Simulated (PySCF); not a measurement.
Molecule: SMILES C[BH2-][NH3+], CH₈BN.

Atoms are numbered as in `[CH3:1][BH2-:2][NH3+:3]`; H(Xn) means a hydrogen on atom n.

Geometry PBE0-D3(BJ)/def2-SVP throughout; GIAO in PySCF 2.14.0 with density-fitted response routines, gas phase, one conformer, non-relativistic; equivalent atoms averaged; functional PBE0.

Problem. How do the absolute shieldings σ depend on the basis set? (ppm; last column core-seconds on 1 thread of an Arm Neoverse V1, shared host)

Solution. 
| basis set | functions | C1 | B2 | N3 | H(N3) | H(B2) | H(C1) | core-s |
| --- | --- | --- | --- | --- | --- | --- | --- | --- |
| STO-3G | 23 | 226.8 | 134.5 | 285.5 | 30.03 | 31.28 | 32.96 | 1.5 |
| 6-31G | 43 | 192.9 | 131.9 | 233.5 | 30.51 | 29.58 | 32.48 | 2.8 |
| pcSseg-0 | 43 | 187.2 | 123.5 | 224.4 | 30.90 | 29.37 | 32.78 | 2.6 |
| 6-31G* | 58 | 189.3 | 129.3 | 227.8 | 29.84 | 29.32 | 32.03 | 3.4 |
| cc-pVDZ | 82 | 191.6 | 129.0 | 229.3 | 28.96 | 28.91 | 31.41 | 4.5 |
| def2-SVP | 82 | 189.5 | 128.3 | 227.1 | 28.99 | 29.04 | 31.47 | 4.2 |
| 6-311+G(2d,p) | 129 | 182.2 | 120.2 | 218.2 | 29.20 | 29.02 | 31.65 | 7.2 |
| aug-cc-pVDZ | 141 | 190.0 | 125.4 | 229.0 | 28.91 | 28.89 | 31.46 | 7.9 |
| def2-TZVP | 141 | 182.6 | 120.4 | 219.5 | 29.17 | 29.02 | 31.64 | 8.1 |
| IGLO-III | 185 | 179.4 | 116.3 | 216.0 | 28.90 | 28.98 | 31.53 | 11 |
| cc-pVTZ | 202 | 182.7 | 120.9 | 218.8 | 28.77 | 28.97 | 31.45 | 12 |
| pcSseg-2 | 220 | 179.3 | 116.1 | 215.8 | 28.67 | 28.91 | 31.37 | 13 |

Problem. Which nucleus moves most, in ppm?

Solution. N3 (donor nitrogen of a Lewis adduct): from 215.8 ppm with pcSseg-2 to 285.5 ppm with STO-3G. The smallest spread is 1.58 ppm, at H(C1). Proton shifts span only some 12 ppm, so a few tenths of a ppm matter as much there as several ppm in carbon.

Problem. Taking the largest basis, pcSseg-2 (220 functions), as the yardstick, rank the others by their worst heavy-atom deviation.

Solution. IGLO-III 0.2 ppm (185 functions), 6-311+G(2d,p) 4.0 ppm (129 functions), def2-TZVP 4.3 ppm (141 functions), cc-pVTZ 4.8 ppm (202 functions), pcSseg-0 8.6 ppm (43 functions), def2-SVP 12.2 ppm (82 functions), 6-31G* 13.2 ppm (58 functions), aug-cc-pVDZ 13.2 ppm (141 functions), cc-pVDZ 13.5 ppm (82 functions), 6-31G 17.7 ppm (43 functions), STO-3G 69.7 ppm (23 functions).

A small basis that lands close on one nucleus may do so by chance; judge by the trend and by all nuclei.
